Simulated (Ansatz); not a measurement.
A made-up structure of C₂H₄B (charge +1), closed shell:

B1  (-1.060, -0.292, -1.078)
C2  (-0.201, 0.632, -0.072)
C3  (0.814, -0.142, 0.757)
H4  (-1.715, -1.115, -1.868)
H5  (-0.331, 1.838, 0.036)
H6  (1.532, 0.427, 1.558)
H7  (0.961, -1.348, 0.666)
(Å)

It is relaxed with PBE-D4/def2-SVP and then PBE0-D4/def2-TZVP (Ansatz 0.2.0). Atoms count as bonded within 1.22 times the sum of their covalent radii (H–H: 0.88 Å). The end point is not checked to be a true minimum.

Task: Does its bonding change? (Judge from chemistry; the calculation decides.)

Result: By the calculation: No: no bond forms or breaks.

Where it ends: The first stage lowers the energy by 1.47 eV in 5 steps. It ends as C₂H₄B ([BH][CH][CH2]), total charge +1:
```
7
angstrom
B -0.9463 -0.2608 -0.9621
C -0.1795 0.5642 -0.0641
C 0.7265 -0.1269 0.6756
H -1.5314 -0.9959 -1.6679
H -0.2949 1.6415 0.0323
H 1.3680 0.3810 1.3916
H 0.8576 -1.2031 0.5946
```

Labels in which every atom is bracketed show which atoms are joined, not bond orders.

For scale, one of the runs: PBE0-D4/def2-TZVP relaxation, 117 basis functions, launched by `ansatz run in.yaml --threads 2 --pin off --events-out ev --progress --plain --max-ram 4352MiB`. Hardware: 2 CPU threads of an Arm Neoverse V1, shared host. Wall time about 12 s.
